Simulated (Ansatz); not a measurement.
# SiH₅ (doublet): from Hartree-Fock to the top rungs at distance H1–H2 along a hydrogen transfer = 0.793 Å, cc-pVTZ

An exercise on one series of results from a longer session: the logs are not shown, and one member is left open.

Method: cc-pVTZ, core rule «outside noble gas», up to 5 orbitals frozen; program: Ansatz 0.2.0, Gaussian basis.

The runs, in order: UHF; CCSD(T) on ROHF; CCSD(T) on UHF; BCCD(T) on ROHF; CISD; CCSDT(Q) on ROHF; CCSDT(Q) on UHF; CASSCF and NEVPT2, 3 electrons in 3 orbitals; CASSCF and NEVPT2, 9 electrons in 9 orbitals.

**The geometry**

The geometry derives from fragments relaxed apart (PBE0/def2-TZVP) and kept rigid, so it is no stationary point. A hydrogen atom is moved between rigid fragments.

6 atoms, charge 0, spin multiplicity 2.

Atoms are counted from 1 here; the program's logs count them from 0.

Bond lengths: H1–H2 0.793 Å, Si3–H4 1.486 Å, Si3–H5 1.486 Å, Si3–H6 1.486 Å. Angles: H4–Si3–H5 111.3°, H4–Si3–H6 111.3°, H5–Si3–H6 111.3°.

The first run:

in.yaml reads:

```yaml
crystal:
  periodic: [false, false, false]
  atoms:
    - {symbol: H, position_ang: [-2.429969, 0.000000, -0.000001]}
    - {symbol: H, position_ang: [-1.636969, 0.000000, -0.000001]}
    - {symbol: Si, position_ang: [0.088031, 0.000000, 0.000000]}
    - {symbol: H, position_ang: [0.538005, -1.416253, 0.000001]}
    - {symbol: H, position_ang: [0.538006, 0.708126, -1.226511]}
    - {symbol: H, position_ang: [0.538004, 0.708127, 1.226511]}
basis:
  gaussian: {orbitals: cc-pVTZ}
magnetization: {spin_polarized: true, initial_magnetization: 1}
hamiltonian: {xc: hf}
output: {orbitals: {seedname: orbitals}}
```

The run is started by

```bash
> ansatz run in.yaml --threads 1 --pin off --events-out ev --progress --plain --max-ram 5120MiB --backend cpu
```

Steps of the session up to this table: UHF; CCSD(T) on ROHF; CCSD(T) on UHF; BCCD(T) on ROHF; CISD; CCSDT(Q) on ROHF; CCSDT(Q) on UHF; CASSCF and NEVPT2, 3 electrons in 3 orbitals; CASSCF and NEVPT2, 9 electrons in 9 orbitals.

One table of the session follows, with a row left open; its other results are not shown here.

It belongs to the step «Misses and costs». 

| method | from UCCSDT(Q) (kcal/mol) |
| --- | --- |
| ROHF | +127.55 |
| UHF | +123.95 |
| RMP2 | +24.65 |
| UMP2 | ? |
| CISD | +11.23 |
| RCCSD | +3.68 |
| UCCSD | +3.62 |
| RCCSD(T) | +0.67 |
| UCCSD(T) | +0.68 |
| BCCD(T) | +0.67 |
| RCCSDT | +0.10 |
| UCCSDT | +0.09 |
| RCCSDT(Q) | +0.02 |
| UCCSDT(Q) | 0 |
| CASSCF pair | +115.15 |
| NEVPT2 pair | +25.08 |
| CASSCF valence | +87.64 |
| NEVPT2 valence | +25.99 |

Q: Estimate the row for UMP2 from the others.

The run gave: from UCCSDT(Q) (kcal/mol): +25.01. In the column «from UCCSDT(Q) (kcal/mol)» it lies between RMP2 (+24.65) and NEVPT2 pair (+25.08).

Caveats from the session: Restricted and unrestricted rows rest on different reference determinants; where their highest levels disagree by more than a few hundredths of an eV, they describe different states and don't form one ladder.
